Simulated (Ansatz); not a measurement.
# H₃SO radical (built from SMILES O.[SH]): search for a transition state

Is there a first-order saddle for this hydrogen abstraction, which should form H1–S3 and break H1–O2, and which two structures does it connect?

Computed with Ansatz 0.2.0, Gaussian basis. Level: PBE0-D4, def2-SVP first, then def2-TZVP.

129 further runs of the same task are left out: 1 that didn't finish, 128 set aside as unsound or not needed.

### 1 Starting geometry

The guess: 5 atoms, charge 0, spin multiplicity 2.

Atoms are counted from 1 here; the program's logs count them from 0.

Bond lengths: H1–O2 1.263 Å, O2–H4 0.958 Å, S3–H5 1.332 Å. Angles: H1–O2–H4 104.4°.

Geometry (Å):

```
H    -0.1483   -0.2363    0.0531
O     0.0076   -1.1118   -0.8434
S    -0.0992    1.1075    1.2412
H    -0.8618   -1.2119   -1.2319
H     1.1018    1.4525    0.7809
```

Distances that are to change: H1–S3 1.79 Å, H1–O2 1.26 Å.

### 2 Relaxing the guess with the reacting distances held

File hold/in.yaml:

```yaml
crystal:
  periodic: [false, false, false]
  atoms:
    - {symbol: H, position_ang: [-0.148300, -0.236300, 0.053100]}
    - {symbol: O, position_ang: [0.007600, -1.111800, -0.843400]}
    - {symbol: S, position_ang: [-0.099200, 1.107500, 1.241200]}
    - {symbol: H, position_ang: [-0.861800, -1.211900, -1.231900]}
    - {symbol: H, position_ang: [1.101800, 1.452500, 0.780900]}
basis:
  gaussian: {orbitals: def2-SVP}
magnetization: {spin_polarized: true, initial_magnetization: 1}
hamiltonian: {xc: pbe0, dispersion: d4}
relax: {f_tol: 0.08, max_steps: 120, escape_saddle: false, constraints: [{distance: [0, 2]}, {distance: [0, 1]}]}
```

Command:

```sh
$ ansatz run in.yaml --threads 2 --pin off --events-out ev --progress --plain --max-ram 4352MiB
```

Standard output (excerpt; [...] marks lines left out):

```text
Functional definition: PBE0
  name "PBE0"
  cite "Adamo & Barone, J. Chem. Phys. 110, 6158 (1999) doi:10.1063/1.478522"
  cite "Perdew, Burke & Ernzerhof, Phys. Rev. Lett. 77, 3865 (1996) doi:10.1103/PhysRevLett.77.3865"
  parent pbe
[...]
480 factors; integrals over basis functions are off by at most 2.6e-4 eV
[...]
mean field -12917.62200720 eV, -474.7138528857 hartree, gradient 8.5e-6 eV, S^2 0.762087; 4 other end points of the search recorded, 0 dependent functions left out
[...]
reference -12917.62202317 eV, -474.7138534728 hartree; 14, 13 occupied and 33, 34 virtual orbitals, 480 factors
relax step   1: F+E_penalty+E_count = -12917.65539214 eV  Δ(F+E_penalty+E_count) = +0.000e0 eV  max|allowed force component| = 6.623e-1 eV/Å  Δτ_max = 0.0000 Å  (139 SCF iters, accepted)
[...]
relax step   3: F+E_penalty+E_count = -12917.85722598 eV  Δ(F+E_penalty+E_count) = -9.627e-2 eV  max|allowed force component| = 6.719e-1 eV/Å  Δτ_max = 0.1859 Å  (42 SCF iters, accepted)
[...]
relax step   5: F+E_penalty+E_count = -12917.90624524 eV  Δ(F+E_penalty+E_count) = -6.614e-3 eV  max|allowed force component| = 2.978e-1 eV/Å  Δτ_max = 0.2000 Å  (37 SCF iters, accepted)
[...]
relax step   7: F+E_penalty+E_count = -12917.86682029 eV  Δ(F+E_penalty+E_count) = +5.069e-2 eV  max|allowed force component| = 1.761e0 eV/Å  Δτ_max = 0.1933 Å  (35 SCF iters, rejected (line search))
[...]
relax step   9: F+E_penalty+E_count = -12917.92024727 eV  Δ(F+E_penalty+E_count) = -2.737e-3 eV  max|allowed force component| = 1.736e-1 eV/Å  Δτ_max = 0.0430 Å  (35 SCF iters, accepted)
[...]
relax step  10: F+E_penalty+E_count = -12917.92059316 eV  Δ(F+E_penalty+E_count) = -3.459e-4 eV  max|allowed force component| = 6.629e-3 eV/Å  Δτ_max = 0.0057 Å  (30 SCF iters, accepted)
  distance H 0 - S 2 held at 1.794378 Å   reaction = +5.4062e-1 eV/Å
  distance H 0 - O 1 held at 1.262742 Å   reaction = +3.6937e0 eV/Å
482 factors; integrals over basis functions are off by at most 3.1e-4 eV
[...]
mean field -12917.88393306 eV, -474.7234784838 hartree, gradient 1.6e-5 eV, S^2 0.759582; 3 other end points of the search recorded, 0 dependent functions left out
[...]
reference -12917.88394895 eV, -474.7234790676 hartree; 14, 13 occupied and 33, 34 virtual orbitals, 482 factors
Total energy: -12917.92060904 eV, -474.7248263013 hartree
Atom 0 at    -0.014619    -0.641814     0.392492 Å, force     0.242896    -0.181199    -3.448965 eV/Å
Atom 1 at     0.092770    -0.878419    -0.843227 Å, force    -0.320752     0.692140     3.614326 eV/Å
Atom 2 at    -0.256466     1.049247     0.941685 Å, force     0.072369    -0.508809    -0.164020 eV/Å
Atom 3 at    -0.844465    -0.844814    -1.090687 Å, force     0.004413    -0.002309    -0.001804 eV/Å
Atom 4 at     1.022881     1.315800     0.599637 Å, force     0.001074     0.000176     0.000462 eV/Å
Dipole moment:    -0.112841     0.026718     0.082346 e Å
```

Wall time 10 s (2 threads, shared host).

The steps of the relaxation: (the energy doesn't fall at every step)

| step | energy from step 1 (eV) | largest force component (eV/Å) |
| --- | --- | --- |
| 1 | 0.0000 | 0.6623 |
| 2 | -0.1056 | 0.3697 |
| 3 | -0.2018 | 0.6719 |
| 4 | -0.2442 | 0.8270 |
| 5 | -0.2509 | 0.2978 |
| 6 | -0.2621 | 0.0767 |
| 7 | -0.2114 | 1.7609 |
| 8 | -0.2604 | 0.6005 |
| 9 | -0.2649 | 0.1736 |
| 10 | -0.2652 | 0.0066 |

Distances of close pairs at the start and the end, largest changes first:

| bond | before (Å) | after (Å) | change (Å) |
| --- | --- | --- | --- |
| S3–H5 | 1.332 | 1.351 | +0.019 |
| O2–H4 | 0.958 | 0.970 | +0.012 |
| H1–O2 | 1.263 | 1.263 | +0.000 |

### 3 Force constants to start from

File hessian/in.yaml:

```yaml
crystal:
  periodic: [false, false, false]
  atoms:
    - {symbol: H, position_ang: [-0.014619, -0.641814, 0.392492]}
    - {symbol: O, position_ang: [0.092770, -0.878419, -0.843227]}
    - {symbol: S, position_ang: [-0.256466, 1.049247, 0.941685]}
    - {symbol: H, position_ang: [-0.844465, -0.844814, -1.090687]}
    - {symbol: H, position_ang: [1.022881, 1.315800, 0.599637]}
basis:
  gaussian: {orbitals: def2-SVP}
magnetization: {spin_polarized: true, initial_magnetization: 1}
hamiltonian: {xc: pbe0, dispersion: d4}
phonons: {}
scf: {lower_state_search: off}
```

Command:

```sh
$ ansatz run in.yaml --threads 2 --pin off --events-out ev --progress --plain --max-ram 4352MiB
```

Standard output (excerpt; [...] marks lines left out):

```text
[... 5 set-up lines as earlier in the session ...]
[...]
485 factors; integrals over basis functions are off by at most 4.1e-4 eV
[...]
mean field -12917.88394192 eV, -474.7234788093 hartree, gradient 4.5e-6 eV, S^2 0.759582; 0 other end points of the search recorded, 0 dependent functions left out
[...]
reference -12917.88395773 eV, -474.7234793905 hartree; 14, 13 occupied and 33, 34 virtual orbitals, 485 factors
[... from here to the last solve, the lines of the solves are left out (29 solves) ...]
485 factors; integrals over basis functions are off by at most 4.1e-4 eV
mean field -12917.88393252 eV, -474.7234784637 hartree, gradient 2.1e-6 eV, S^2 0.759585; 0 other end points of the search recorded, 0 dependent functions left out
[...]
reference -12917.88394833 eV, -474.7234790449 hartree; 14, 13 occupied and 33, 34 virtual orbitals, 485 factors
WARN: phonons: modes at or below zero, which the zero-point energy, F, S and C_V leave out: 1, the lowest at -1596.44 cm⁻¹. A minimum has none, and a first-order saddle one
Total energy: -12917.92061783 eV, -474.7248266241 hartree
Atom 0 at    -0.014619    -0.641814     0.392492 Å, force     0.242906    -0.181217    -3.448955 eV/Å
Atom 1 at     0.092770    -0.878419    -0.843227 Å, force    -0.320733     0.692143     3.614332 eV/Å
Atom 2 at    -0.256466     1.049247     0.941685 Å, force     0.072357    -0.508805    -0.164025 eV/Å
Atom 3 at    -0.844465    -0.844814    -1.090687 Å, force     0.004389    -0.002299    -0.001811 eV/Å
Atom 4 at     1.022881     1.315800     0.599637 Å, force     0.001082     0.000179     0.000460 eV/Å
Dipole moment:    -0.112841     0.026718     0.082348 e Å
Vibrations: -1596.44 316.89 340.09 490.64 767.83 1327.59 1530.34 2733.37 3825.48 cm⁻¹, zero-point energy 0.702509 eV
Checks for a lower state left out: stability, starts, cluster_reference, orbital_swaps, neighbouring_geometries, increment
```

Run time: 14 s. Hardware: 2 threads, shared host.

The structure is not stationary yet, so these wavenumbers are no spectrum; the search needs only the force constants.

### 4 Saddle search in the small basis

The search itself is an outer loop (partitioned rational-function steps, Bofill update of the Hessian). Each step is one single-point run with forces. It stops when the largest force is under 0.03 eV/Å and the followed curvature is negative. The first step's input:

File presaddle/in.yaml:

```yaml
crystal:
  periodic: [false, false, false]
  atoms:
    - {symbol: H, position_ang: [-0.014619, -0.641814, 0.392492]}
    - {symbol: O, position_ang: [0.092770, -0.878419, -0.843227]}
    - {symbol: S, position_ang: [-0.256466, 1.049247, 0.941685]}
    - {symbol: H, position_ang: [-0.844465, -0.844814, -1.090687]}
    - {symbol: H, position_ang: [1.022881, 1.315800, 0.599637]}
basis:
  gaussian: {orbitals: def2-SVP}
magnetization: {spin_polarized: true, initial_magnetization: 1}
hamiltonian: {xc: pbe0, dispersion: d4}
output: {forces: true}
scf: {lower_state_search: light}
```

Command:

```sh
$ ansatz run in.yaml --threads 2 --pin off --events-out ev --progress --plain --max-ram 4352MiB
```

Step by step:

| step | energy (eV) | largest force (eV/Å) | followed curvature (eV/Å²) |
| --- | --- | --- | --- |
| 1 | -12917.92061 | 3.6143 | -15.53 |
| 2 | -12917.92511 | 1.4271 | -14.53 |
| 3 | -12917.80880 | 0.9345 | -10.82 |
| 4 | -12917.75311 | 0.3804 | -11.05 |
| 5 | -12917.74667 | 0.6443 | -9.52 |
| 6 | -12917.74858 | 0.2670 | -6.02 |
| 7 | -12917.74277 | 0.4910 | -6.04 |
| 8 | -12917.74599 | 0.3209 | -5.71 |
| 9 | -12917.74766 | 0.1325 | -5.13 |
| 10 | -12917.74790 | 0.1166 | -5.23 |
| 11 | -12917.74832 | 0.0293 | -5.59 |

The 11 steps took 12 s in all (2 threads, shared host).

### 5 Saddle search in triple zeta

The search itself is an outer loop (partitioned rational-function steps, Bofill update of the Hessian). Each step is one single-point run with forces. It stops when the largest force is under 0.008 eV/Å and the followed curvature is negative. The first step's input:

File saddle/in.yaml:

```yaml
crystal:
  periodic: [false, false, false]
  atoms:
    - {symbol: H, position_ang: [0.000060, -0.423903, 0.698862]}
    - {symbol: O, position_ang: [0.093556, -0.939437, -0.929693]}
    - {symbol: S, position_ang: [-0.242651, 0.903423, 0.959228]}
    - {symbol: H, position_ang: [-0.824050, -0.799553, -1.225338]}
    - {symbol: H, position_ang: [0.973185, 1.259470, 0.496841]}
basis:
  gaussian: {orbitals: def2-TZVP}
magnetization: {spin_polarized: true, initial_magnetization: 1}
hamiltonian: {xc: pbe0, dispersion: d4}
output: {forces: true}
scf: {lower_state_search: light}
```

Command:

```sh
$ ansatz run in.yaml --threads 2 --pin off --events-out ev --progress --plain --max-ram 4352MiB
```

The driver's record:

| step | energy (eV) | largest force (eV/Å) | followed curvature (eV/Å²) |
| --- | --- | --- | --- |
| 1 | -12924.15950 | 0.2347 | -5.59 |
| 2 | -12924.16007 | 0.1630 | -2.06 |
| 3 | -12924.12252 | 1.3195 | -3.35 |
| 4 | -12924.15440 | 0.4583 | -3.63 |
| 5 | -12924.16007 | 0.1864 | -3.96 |
| 6 | -12924.16180 | 0.0925 | -4.60 |
| 7 | -12924.16261 | 0.0635 | -4.57 |
| 8 | -12924.16298 | 0.0696 | -4.58 |
| 9 | -12924.16373 | 0.0853 | -4.64 |
| 10 | -12924.16391 | 0.0698 | -3.12 |
| 11 | -12924.16414 | 0.0444 | -3.69 |
| 12 | -12924.16429 | 0.0561 | -4.10 |
| 13 | -12924.16433 | 0.0264 | -3.81 |
| 14 | -12924.16433 | 0.0229 | -3.04 |
| 15 | -12924.16433 | 0.0116 | -2.90 |
| 16 | -12924.16434 | 0.0043 | -2.71 |

The 16 steps took 34 s in all (2 threads, shared host).

Geometry at the end of the search:

```xyz
5

H     0.0353   -0.4266    0.6568
O     0.0486   -1.0066   -0.8703
S    -0.2349    0.8875    0.9686
H    -0.8035   -0.7508   -1.2573
H     0.9545    1.2966    0.5020
```

Followed mode, largest move set to 1: H1 (0.13, 0.27, 0.95); O2 (-0.06, -0.29, -0.57); H4 (-0.09, 0.02, -0.34); S3 (0.03, -0.09, -0.04).

### 6 Checking the order of the point

File vib/in.yaml:

```yaml
crystal:
  periodic: [false, false, false]
  atoms:
    - {symbol: H, position_ang: [0.035286, -0.426637, 0.656787]}
    - {symbol: O, position_ang: [0.048619, -1.006634, -0.870256]}
    - {symbol: S, position_ang: [-0.234862, 0.887546, 0.968611]}
    - {symbol: H, position_ang: [-0.803450, -0.750825, -1.257268]}
    - {symbol: H, position_ang: [0.954507, 1.296551, 0.502025]}
basis:
  gaussian: {orbitals: def2-TZVP}
magnetization: {spin_polarized: true, initial_magnetization: 1}
hamiltonian: {xc: pbe0, dispersion: d4}
phonons: {temperatures: {t_min: 298.15, t_max: 900, t_step: 200}}
```

Command:

```sh
$ ansatz run in.yaml --threads 2 --pin off --events-out ev --progress --plain --max-ram 4352MiB
```

Standard output (excerpt; [...] marks lines left out):

```text
[... 5 set-up lines as earlier in the session ...]
[...]
554 factors; their error is unknown
[...]
mean field -12924.12713839 eV, -474.9529120478 hartree, gradient 5.1e-6 eV, S^2 0.757869; 2 other end points of the search recorded, 0 dependent functions left out
[...]
reference -12924.12715794 eV, -474.9529127661 hartree; 14, 13 occupied and 72, 73 virtual orbitals, 554 factors
[... from here to the last solve, the lines of the solves are left out (29 solves) ...]
554 factors; their error is unknown
mean field -12924.12712624 eV, -474.9529116014 hartree, gradient 2.8e-6 eV, S^2 0.757870; 0 other end points of the search recorded, 0 dependent functions left out
[...]
reference -12924.12714579 eV, -474.9529123198 hartree; 14, 13 occupied and 72, 73 virtual orbitals, 554 factors
WARN: phonons: modes at or below zero, which the zero-point energy, F, S and C_V leave out: 1, the lowest at -518.28 cm⁻¹. A minimum has none, and a first-order saddle one
Total energy: -12924.16434237 eV, -474.9542792689 hartree
Atom 0 at     0.035286    -0.426637     0.656787 Å, force     0.000008     0.003030     0.001958 eV/Å
Atom 1 at     0.048619    -1.006634    -0.870256 Å, force    -0.001111     0.000841     0.000775 eV/Å
Atom 2 at    -0.234862     0.887546     0.968611 Å, force     0.000361    -0.004305    -0.001636 eV/Å
Atom 3 at    -0.803450    -0.750825    -1.257268 Å, force     0.000506     0.000120    -0.000774 eV/Å
Atom 4 at     0.954507     1.296551     0.502025 Å, force     0.000237     0.000315    -0.000323 eV/Å
Dipole moment:    -0.112963     0.128962    -0.056963 e Å
Vibrations: -518.28 174.90 259.30 324.83 604.19 1164.14 2291.29 2735.02 3781.75 cm⁻¹, zero-point energy 0.702706 eV
```

Run time: 24 s. Hardware: 2 threads, shared host.

Wavenumbers and character of the modes:

| mode | wavenumber (cm⁻¹) | character |
| --- | --- | --- |
| 1 | 518i | changes H1–O2 |
| 2 | 175 | not assigned (largely outside the bonds, angles and torsions drawn) |
| 3 | 259 | not assigned (largely outside the bonds, angles and torsions drawn) |
| 4 | 325 | not assigned (largely outside the bonds, angles and torsions drawn) |
| 5 | 604 | not assigned (largely outside the bonds, angles and torsions drawn) |
| 6 | 1164 | bend |
| 7 | 2291 | S–H stretch |
| 8 | 2735 | S–H stretch |
| 9 | 3782 | O–H stretch |

Vibrational sums (real modes only):

| T (K) | entropy (J/mol/K) | heat capacity (J/mol/K) |
| --- | --- | --- |
| 298 | 24.4 | 27.2 |
| 498 | 40.2 | 34.5 |
| 698 | 52.7 | 39.8 |
| 898 | 63.3 | 44.3 |

### 7 Relaxing after a step of 0.30 Å one way along the mode

File downa/in.yaml:

```yaml
crystal:
  periodic: [false, false, false]
  atoms:
    - {symbol: H, position_ang: [0.074652, -0.346646, 0.943234]}
    - {symbol: O, position_ang: [0.030910, -1.094677, -1.040419]}
    - {symbol: S, position_ang: [-0.227060, 0.861708, 0.957152]}
    - {symbol: H, position_ang: [-0.830810, -0.744466, -1.358350]}
    - {symbol: H, position_ang: [0.952408, 1.324081, 0.498283]}
basis:
  gaussian: {orbitals: def2-TZVP}
magnetization: {spin_polarized: true, initial_magnetization: 1}
hamiltonian: {xc: pbe0, dispersion: d4}
relax: {f_tol: 0.005, max_steps: 200}
```

Command:

```sh
$ ansatz run in.yaml --threads 2 --pin off --events-out ev --progress --plain --max-ram 4352MiB
```

Standard output (excerpt; [...] marks lines left out):

```text
[... 5 set-up lines as earlier in the session ...]
[...]
554 factors; their error is unknown
[...]
mean field -12923.97838395 eV, -474.9474454231 hartree, gradient 1.3e-5 eV, S^2 0.754270; 2 other end points of the search recorded, 0 dependent functions left out
[...]
reference -12923.97840412 eV, -474.9474461642 hartree; 14, 13 occupied and 72, 73 virtual orbitals, 554 factors
relax step   1: F+E_penalty+E_count = -12924.01483814 eV  Δ(F+E_penalty+E_count) = +0.000e0 eV  max|allowed force component| = 3.414e0 eV/Å  Δτ_max = 0.0000 Å  (75 SCF iters, accepted)
[...]
554 factors; their error is unknown
[...]
mean field -12924.23093333 eV, -474.9567264417 hartree, gradient 7.2e-6 eV, S^2 0.756370; 3 other end points of the search recorded, 0 dependent functions left out
[...]
reference -12924.23095404 eV, -474.9567272027 hartree; 14, 13 occupied and 72, 73 virtual orbitals, 554 factors
Total energy: -12924.26937053 eV, -474.9581389824 hartree
Atom 0 at     0.199020    -0.325833     1.415808 Å, force     0.000484    -0.000031    -0.000036 eV/Å
Atom 1 at     0.045283    -0.829949    -1.057904 Å, force    -0.003243     0.000355    -0.001785 eV/Å
Atom 2 at    -0.305622     0.728440     0.760826 Å, force    -0.000813     0.000352    -0.000463 eV/Å
Atom 3 at    -0.835464    -0.689526    -1.434338 Å, force     0.003518    -0.000162     0.002097 eV/Å
Atom 4 at     0.896883     1.116868     0.315507 Å, force     0.000054    -0.000514     0.000187 eV/Å
Dipole moment:    -0.094998     0.198418     0.198962 e Å
```

Wall time 16 s (2 threads, shared host).

Along the way:

| step | energy from step 1 (eV) | largest force component (eV/Å) |
| --- | --- | --- |
| 1 | 0.0000 | 3.4138 |
| 2 | -0.1999 | 0.6815 |
| 3 | -0.2171 | 0.3539 |
| 4 | -0.2321 | 0.7403 |
| 5 | -0.2528 | 0.1012 |
| 6 | -0.2524 | 0.1553 |
| 7 | -0.2544 | 0.0287 |
| 8 | -0.2545 | 0.0014 |
| 9 | -0.2545 | 0.0078 |
| 10 | -0.2545 | 0.0035 |

Close pairs (by a distance rule), those that changed most:

| bond | before (Å) | after (Å) | change (Å) |
| --- | --- | --- | --- |
| H1–S3 | 1.246 | 1.340 | +0.094 |
| O2–H4 | 0.983 | 0.968 | -0.015 |
| S3–H5 | 1.347 | 1.340 | -0.008 |

### 8 Relaxing after a step of 0.30 Å the other way along the mode

File downb/in.yaml:

```yaml
crystal:
  periodic: [false, false, false]
  atoms:
    - {symbol: H, position_ang: [-0.004079, -0.506629, 0.370340]}
    - {symbol: O, position_ang: [0.066328, -0.918592, -0.700093]}
    - {symbol: S, position_ang: [-0.242664, 0.913384, 0.980071]}
    - {symbol: H, position_ang: [-0.776090, -0.757184, -1.156185]}
    - {symbol: H, position_ang: [0.956605, 1.269021, 0.505767]}
basis:
  gaussian: {orbitals: def2-TZVP}
magnetization: {spin_polarized: true, initial_magnetization: 1}
hamiltonian: {xc: pbe0, dispersion: d4}
relax: {f_tol: 0.005, max_steps: 200}
```

Command:

```sh
$ ansatz run in.yaml --threads 2 --pin off --events-out ev --progress --plain --max-ram 4352MiB
```

Standard output (excerpt; [...] marks lines left out):

```text
[... 5 set-up lines as earlier in the session ...]
[...]
554 factors; their error is unknown
[...]
mean field -12924.51919986 eV, -474.9673200411 hartree, gradient 4.9e-5 eV, S^2 0.759242; 2 other end points of the search recorded, 0 dependent functions left out
[...]
reference -12924.51921924 eV, -474.9673207534 hartree; 14, 13 occupied and 72, 73 virtual orbitals, 554 factors
relax step   1: F+E_penalty+E_count = -12924.55614696 eV  Δ(F+E_penalty+E_count) = +0.000e0 eV  max|allowed force component| = 1.826e0 eV/Å  Δτ_max = 0.0000 Å  (50 SCF iters, accepted)
[...]
554 factors; their error is unknown
[...]
mean field -12925.26106866 eV, -474.9945832167 hartree, gradient 4.1e-6 eV, S^2 0.755226; 3 other end points of the search recorded, 0 dependent functions left out
[...]
reference -12925.26108921 eV, -474.9945839718 hartree; 14, 13 occupied and 72, 73 virtual orbitals, 554 factors
Total energy: -12925.29571696 eV, -474.9958565180 hartree
Atom 0 at    -0.107317    -1.431887     0.075718 Å, force    -0.000165    -0.000717     0.000309 eV/Å
Atom 1 at     0.097826    -0.819211    -0.635776 Å, force     0.000445     0.000361    -0.000041 eV/Å
Atom 2 at    -0.231627     1.346687     1.080086 Å, force     0.000097     0.000209     0.000172 eV/Å
Atom 3 at    -0.742637    -0.632070    -1.062725 Å, force    -0.000181     0.000228    -0.000234 eV/Å
Atom 4 at     0.983854     1.536482     0.542597 Å, force    -0.000196    -0.000081    -0.000205 eV/Å
Dipole moment:    -0.176655    -0.272746    -0.092910 e Å
```

Run time: 40 s. Hardware: 2 threads, shared host.

The steps of the relaxation: (the energy doesn't fall at every step)

| step | energy from step 1 (eV) | largest force component (eV/Å) |
| --- | --- | --- |
| 1 | 0.0000 | 1.8259 |
| 2 | -0.1445 | 1.9928 |
| 3 | -0.3712 | 3.1318 |
| 4 | -0.6304 | 1.1842 |
| 5 | -0.6501 | 1.3542 |
| 6 | -0.7144 | 0.2765 |
| 7 | -0.7174 | 0.2255 |
| 8 | -0.7190 | 0.1674 |
| 9 | -0.6955 | 1.5932 |
| 10 | -0.7252 | 0.1823 |
| 11 | -0.7254 | 0.6743 |
| 12 | -0.7361 | 0.0539 |
| 13 | -0.7363 | 0.0474 |
| 14 | -0.7389 | 0.0205 |
| 15 | -0.7394 | 0.0219 |
| 16 | -0.7395 | 0.0469 |
| 17 | -0.7395 | 0.0144 |
| 18 | -0.7395 | 0.0007 |

Distances of close pairs at the start and the end, largest changes first:

| bond | before (Å) | after (Å) | change (Å) |
| --- | --- | --- | --- |
| H1–S3 | 1.564 | 2.957 | +1.393 |
| H1–O2 | 1.149 | 0.961 | -0.188 |
| O2–H4 | 0.971 | 0.961 | -0.010 |
| S3–H5 | 1.338 | 1.343 | +0.005 |

### 9 What the saddle joins

| pair | start side (Å) | saddle (Å) | end side (Å) |
| --- | --- | --- | --- |
| H1–S3 | 2.957 | 1.377 | 1.340 |
| H1–O2 | 0.961 | 1.634 | 2.529 |

### 10 What came out

| quantity | value |
| --- | --- |
| imaginary mode | 518i cm⁻¹ |
| barrier from the start side | 1.131 eV |
| barrier from the end side | 0.105 eV |
| energy of the step | +1.026 eV |
| pairs that change | H1–S3 formed, H1–O2 broken |
| zero-point energy at the saddle | 0.703 eV |

**Reading.** One imaginary mode, 518i cm⁻¹, makes this a first-order saddle. Going downhill both ways gives the intended start and end. At PBE0-D4/def2-TZVP the electronic barrier is 1.131 eV, about 44 kT at 298 K, and the step runs 1.026 eV uphill. A step off the saddle overshot and began above it in energy, so the link to its end is likely but not proven. The ends are the nearest minima, not always the lowest complexes.
